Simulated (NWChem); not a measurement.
# One shape, several levels: triplet C2H3FO

We compute a comparison of 6 runs (UHF/STO-3G, UHF/3-21G, UB3LYP/6-31G*, UM06-2X/aug-cc-pVDZ, UPBE0/aug-cc-pVDZ) of triplet C2H3FO. 

The results are computed with NWChem 7.3.0.

44 further runs of the same task are left out: 44 set aside as unsound or not needed.

### 1 Starting point

C2H3FO: 7 atoms, total charge 0, spin state triplet. SMILES of the parent species: `CC(=O)F`. The coordinates come from a PBE0-D4/def2-TZVP relaxation. That shape belongs to the parent species and isn't relaxed for this state.

Bond lengths: C1–C2 1.488 Å, C2–O3 1.179 Å, C2–F4 1.351 Å, C1–H5 1.087 Å, C1–H6 1.092 Å, C1–H7 1.092 Å. Angles: C1–C2–O3 129.2°, C1–C2–F4 110.5°, O3–C2–F4 120.2°, C2–C1–H5 109.9°, C2–C1–H6 109.4°, C2–C1–H7 109.4°, H5–C1–H6 110.4°, H5–C1–H7 110.4°, H6–C1–H7 107.3°.

### 2 A single-point energy at UHF/STO-3G (run 1)

calc.nw reads:

```
START calc
memory 2200 mb

GEOMETRY noautosym nocenter noautoz
   C     0.485310    0.015050    0.443640
   C    -0.694890   -0.034350   -0.460580
   O    -1.835410   -0.165690   -0.191770
   F    -0.310690    0.097630   -1.749400
   H     0.165320   -0.091900    1.476660
   H     1.180650   -0.783140    0.176830
   H     1.009710    0.962410    0.304610
END

BASIS spherical bse
   * library STO-3G
END

SCF
   triplet
   uhf
   thresh 1e-08
   maxiter 80
END

TASK scf energy
```

Command:

```console
$ nwchem calc.nw > calc.out
```

Output:

```text
[...]
  functions       =    23
[...]
  wavefunction    = UHF
[...]
         Total SCF energy =   -248.289394677681
      One electron energy =   -580.488682450007
      Two electron energy =    212.965978215671
 Nuclear repulsion energy =    119.233309556655
                       Sz =      1.0000
                 Sz(Sz+1) =      2.0000
                      S^2 =      2.0055
[...]
```

It took 1.4 s on 1 thread of Intel Xeon 6975P-C (Granite Rapids), shared host; peak memory 0.1 GiB.

### 3 The energy at UHF/3-21G (run 2)

run.py reads:

```python
from ase import Atoms
from ase.calculators.nwchem import NWChem

molecule = Atoms(['C', 'C', 'O', 'F', 'H', 'H', 'H'], positions=[
    [0.485310, 0.015050, 0.443640],
    [-0.694890, -0.034350, -0.460580],
    [-1.835410, -0.165690, -0.191770],
    [-0.310690, 0.097630, -1.749400],
    [0.165320, -0.091900, 1.476660],
    [1.180650, -0.783140, 0.176830],
    [1.009710, 0.962410, 0.304610],
])

calc = NWChem(
    label='run',
    theory='scf',
    memory='2200 mb',
    basis='3-21G',
    basispar='spherical bse',
    scf={'nopen': '2', 'uhf': None, 'thresh': '1e-08', 'maxiter': '80', 'print': 'low'},
    task='energy',
)
molecule.calc = calc

print("Total energy (eV):", round(molecule.get_potential_energy(), 6))
```

Command:

```console
$ export ASE_NWCHEM_COMMAND="nwchem PREFIX.nwi > PREFIX.nwo"
$ python run.py
```

Output:

```text
Total energy (eV): -6809.544054
```

The calculator wrote run.nwi:

```
title "run"

permanent_dir run

scratch_dir run

start run

geometry units angstrom nocenter noautosym noautoz
  C  4.8531000000000002e-01 1.5049999999999999e-02 4.4363999999999998e-01
  C  -6.9489000000000001e-01 -3.4349999999999999e-02 -4.6057999999999999e-01
  O  -1.8354100000000000e+00 -1.6569000000000000e-01 -1.9177000000000000e-01
  F  -3.1069000000000002e-01 9.7629999999999995e-02 -1.7494000000000001e+00
  H  1.6531999999999999e-01 -9.1899999999999996e-02 1.4766600000000001e+00
  H  1.1806500000000000e+00 -7.8313999999999995e-01 1.7682999999999999e-01
  H  1.0097100000000001e+00 9.6240999999999999e-01 3.0460999999999999e-01
end

memory 2200 mb

basis spherical bse noprint
   * library 3-21G
end

scf
  nopen 2
  uhf
  thresh 1e-08
  maxiter 80
  print low
end

task scf energy
```

run.nwo:

```text
Northwest Computational Chemistry Package (NWChem) 7.3.0
             --------------------------------------------------------

           Job information
           ---------------

    nwchem branch   = 7.3.0
    use scalapack   = T
    input           = run.nwi
    prefix          = run.
    data base       = run/run.db
    status          = startup
    nproc           =        1

           Memory information
           ------------------

    heap     =     72089600 doubles =      550.0 Mbytes
    stack    =     72089597 doubles =      550.0 Mbytes
    global   =    144179200 doubles =     1100.0 Mbytes (distinct from heap & stack)
    total    =    288358397 doubles =     2200.0 Mbytes
    verify   = yes
    hardfail = no

[... 40 lines left out ...]
            Nuclear Dipole moment (a.u.)
[... 50 lines left out ...]
                                 NWChem SCF Module
                                 -----------------

                                        run

  ao basis        = "ao basis"
  functions       =    42
  atoms           =     7
  alpha electrons =    17
  beta  electrons =    15
  charge          =   0.00
  wavefunction    = UHF
  input vectors   = atomic
  output vectors  = run/run.movecs
  use symmetry    = F
  symmetry adapt  = F

 Forming initial guess at       0.0s

 Starting SCF solution at       0.1s

       Final UHF  results
       ------------------

         Total SCF energy =   -250.246130338171
      One electron energy =   -580.804048388069
      Two electron energy =    211.324608493244
 Nuclear repulsion energy =    119.233309556655

                       Sz =      1.0000
                 Sz(Sz+1) =      2.0000
                      S^2 =      2.0123

        Time for solution =      1.7s

 Task  times  cpu:        1.7s     wall:        1.7s
 Total times  cpu:        1.8s     wall:        1.8s
```

It took 3 s on 1 thread of Intel Xeon 6975P-C (Granite Rapids), shared host; peak memory 0.1 GiB.

### 4 The energy at UB3LYP/6-31G(d) (spherical functions) (run 3)

mol.xyz reads:

```xyz
7
C2H3FO B3LYP
C      0.485310     0.015050     0.443640
C     -0.694890    -0.034350    -0.460580
O     -1.835410    -0.165690    -0.191770
F     -0.310690     0.097630    -1.749400
H      0.165320    -0.091900     1.476660
H      1.180650    -0.783140     0.176830
H      1.009710     0.962410     0.304610
```

run.py reads:

```python
from ase.io import read
from ase.calculators.nwchem import NWChem

mol = read('mol.xyz')

calc = NWChem(
    label='mol',
    theory='dft',
    memory='2200 mb',
    basis='6-31G*',
    basispar='spherical bse',
    dft={'xc': 'b3lyp', 'mult': '3', 'grid': 'xfine', 'convergence': 'energy 1e-08', 'iterations': '100', 'mulliken': None},
    task='energy',
)
mol.calc = calc

e = mol.get_potential_energy()
print(f"E = {e:.6f} eV")
```

Command:

```console
$ export ASE_NWCHEM_COMMAND="nwchem PREFIX.nwi > PREFIX.nwo"
$ python run.py
```

Output:

```text
E = -6881.346640 eV
```

The calculator wrote mol.nwi:

```
title "mol"

permanent_dir mol

scratch_dir mol

start mol

geometry units angstrom nocenter noautosym noautoz
  C  4.8531000000000002e-01 1.5049999999999999e-02 4.4363999999999998e-01
  C  -6.9489000000000001e-01 -3.4349999999999999e-02 -4.6057999999999999e-01
  O  -1.8354100000000000e+00 -1.6569000000000000e-01 -1.9177000000000000e-01
  F  -3.1069000000000002e-01 9.7629999999999995e-02 -1.7494000000000001e+00
  H  1.6531999999999999e-01 -9.1899999999999996e-02 1.4766600000000001e+00
  H  1.1806500000000000e+00 -7.8313999999999995e-01 1.7682999999999999e-01
  H  1.0097100000000001e+00 9.6240999999999999e-01 3.0460999999999999e-01
end

memory 2200 mb

basis spherical bse noprint
   * library 6-31G*
end

dft
  xc b3lyp
  mult 3
  grid xfine
  convergence energy 1e-08
  iterations 100
  mulliken
end

task dft energy
```

mol.nwo:

```text
Northwest Computational Chemistry Package (NWChem) 7.3.0
             --------------------------------------------------------

           Job information
           ---------------

    nwchem branch   = 7.3.0
    use scalapack   = T
    input           = mol.nwi
    prefix          = mol.
    data base       = mol/mol.db
    status          = startup
    nproc           =        1

           Memory information
           ------------------

    heap     =     72089598 doubles =      550.0 Mbytes
    stack    =     72089595 doubles =      550.0 Mbytes
    global   =    144179200 doubles =     1100.0 Mbytes (distinct from heap & stack)
    total    =    288358393 doubles =     2200.0 Mbytes
    verify   = yes
    hardfail = no

[... 109 lines left out ...]
  convergence criterion.
[... 17 lines left out ...]
          Convergence on gradient requested:  5.00D-04
[... 27 lines left out ...]
          Convergence aids based upon iterative change in
[... 28 lines left out ...]
 1-e energy   =    -581.399241
[... 57 lines left out ...]
         Total DFT energy =     -252.884826748869
[... 2 lines left out ...]
    Exchange-Corr. energy =      -31.093002935956
[... 443 lines left out ...]
                     DFT Final Beta Molecular Orbital Analysis
[... 528 lines left out ...]
 center of mass
 --------------
 x =  -1.07870120 y =  -0.02861030 z =  -1.05226210

 moments of inertia (a.u.)
 ------------------
         174.677862893802         -14.849343787578         -12.264005773351
         -14.849343787578         333.256501904049          10.607193097496
         -12.264005773351          10.607193097496         174.169607352769

     Multipole analysis of the density
     ---------------------------------

     L   x y z        total         alpha         beta         nuclear
     -   - - -        -----         -----         ----         -------
     0   0 0 0     -0.000000    -17.000000    -15.000000     32.000000

     1   1 0 0      0.392386     17.711210     13.637325    -30.956149
[... 8 lines of this table left out ...]
     2   0 0 2    -17.187348    -68.592049    -64.998041    116.402742

 Task  times  cpu:       33.6s     wall:       33.6s
 Total times  cpu:       33.6s     wall:       33.6s
```

It took 35 s on 1 thread of Intel Xeon 6975P-C (Granite Rapids), shared host; peak memory 0.13 GiB.

Runs 4 to 5 aren't shown in full; the table further down has their settings and results.

### 5 A single-point energy at UPBE0/aug-cc-pVDZ (run 6)

work.xyz reads:

```xyz
7

C      0.485310     0.015050     0.443640
C     -0.694890    -0.034350    -0.460580
O     -1.835410    -0.165690    -0.191770
F     -0.310690     0.097630    -1.749400
H      0.165320    -0.091900     1.476660
H      1.180650    -0.783140     0.176830
H      1.009710     0.962410     0.304610
```

run.py reads:

```python
from ase.io import read
from ase.calculators.nwchem import NWChem

system = read('work.xyz')

calc = NWChem(
    label='work',
    theory='dft',
    memory='2200 mb',
    basis='aug-cc-pVDZ',
    basispar='spherical bse',
    dft={'xc': 'pbe0', 'mult': '3', 'grid': 'fine', 'convergence': 'energy 1e-08', 'iterations': '100', 'mulliken': None},
    task='energy',
)
system.calc = calc

print(f"energy = {system.get_potential_energy():.6f} eV")
```

Command:

```console
$ export ASE_NWCHEM_COMMAND="nwchem PREFIX.nwi > PREFIX.nwo"
$ python run.py
```

Output:

```text
energy = -6875.349038 eV
```

The calculator wrote work.nwi:

```
title "work"

permanent_dir work

scratch_dir work

start work

geometry units angstrom nocenter noautosym noautoz
  C  4.8531000000000002e-01 1.5049999999999999e-02 4.4363999999999998e-01
  C  -6.9489000000000001e-01 -3.4349999999999999e-02 -4.6057999999999999e-01
  O  -1.8354100000000000e+00 -1.6569000000000000e-01 -1.9177000000000000e-01
  F  -3.1069000000000002e-01 9.7629999999999995e-02 -1.7494000000000001e+00
  H  1.6531999999999999e-01 -9.1899999999999996e-02 1.4766600000000001e+00
  H  1.1806500000000000e+00 -7.8313999999999995e-01 1.7682999999999999e-01
  H  1.0097100000000001e+00 9.6240999999999999e-01 3.0460999999999999e-01
end

memory 2200 mb

basis spherical bse noprint
   * library aug-cc-pVDZ
end

dft
  xc pbe0
  mult 3
  grid fine
  convergence energy 1e-08
  iterations 100
  mulliken
end

task dft energy
```

work.nwo:

```text
Northwest Computational Chemistry Package (NWChem) 7.3.0
             --------------------------------------------------------

           Job information
           ---------------

    nwchem branch   = 7.3.0
    use scalapack   = T
    input           = work.nwi
    prefix          = work.
    data base       = work/work.db
    status          = startup
    nproc           =        1

           Memory information
           ------------------

    heap     =     72089598 doubles =      550.0 Mbytes
    stack    =     72089595 doubles =      550.0 Mbytes
    global   =    144179200 doubles =     1100.0 Mbytes (distinct from heap & stack)
    total    =    288358393 doubles =     2200.0 Mbytes
    verify   = yes
    hardfail = no

[... 109 lines left out ...]
  convergence criterion.
[... 17 lines left out ...]
          Convergence on gradient requested:  5.00D-04
[... 26 lines left out ...]
          Convergence aids based upon iterative change in
[... 28 lines left out ...]
 1-e energy   =    -580.751155
[... 57 lines left out ...]
         Total DFT energy =     -252.664418913630
[... 2 lines left out ...]
    Exchange-Corr. energy =      -30.772769113533
[... 842 lines left out ...]
                     DFT Final Beta Molecular Orbital Analysis
[... 946 lines left out ...]
 center of mass
 --------------
 x =  -1.07870120 y =  -0.02861030 z =  -1.05226210

 moments of inertia (a.u.)
 ------------------
         174.677862893802         -14.849343787578         -12.264005773351
         -14.849343787578         333.256501904049          10.607193097496
         -12.264005773351          10.607193097496         174.169607352769

     Multipole analysis of the density
     ---------------------------------

     L   x y z        total         alpha         beta         nuclear
     -   - - -        -----         -----         ----         -------
     0   0 0 0     -0.000000    -17.000000    -15.000000     32.000000

     1   1 0 0      0.380809     17.685314     13.651644    -30.956149
[... 8 lines of this table left out ...]
     2   0 0 2    -17.935542    -68.946985    -65.391299    116.402742

 Task  times  cpu:       53.9s     wall:       53.9s
 Total times  cpu:       53.9s     wall:       53.9s
```

It took 55 s on 1 thread of Intel Xeon 6975P-C (Granite Rapids), shared host; peak memory 0.12 GiB.

### 6 All runs side by side

```tsv
run	level	iteration cap	module	energy (Eh)	dipole moment (D)	HOMO energy (eV)	⟨S²⟩	wall time
1	UHF/STO-3G	80	scf	-248.289395	1.09	-5.06	2.006	1.4 s
2	UHF/3-21G	80	scf	-250.246130	–	–	2.012	3 s
3	UB3LYP/6-31G* (spherical functions)	100	dft	-252.884827	1.54	-2.80	2.005	35 s
4	UB3LYP/6-31G* (Cartesian functions)	100	dft	-252.888389	1.54	–	2.005	54 s
5	UM06-2X/aug-cc-pVDZ	100	dft	-252.825211	1.68	-4.72	2.007	1.7 min
6	UPBE0/aug-cc-pVDZ	100	dft	-252.664419	1.66	-3.52	2.007	55 s
```

### 7 Outcome

| quantity | value |
| --- | --- |
| run 6: total energy | -252.66442 Eh |
| run 6: dipole moment | 1.66 D |
| run 6: HOMO energy (highest over α and β) | -3.52 eV |
| run 6: ⟨S²⟩ | 2.007 |

Over runs 1, 3, 4, 5, 6 the dipole moment (its size) runs from 1.09 D (UHF/STO-3G) to 1.68 D (UM06-2X/aug-cc-pVDZ). The two ends differ in method and basis. Totals of different functionals can't be ranked against each other. In run 1 the basis is minimal, so the values are rough. All runs together took 4.1 min, the longest 1.7 min.
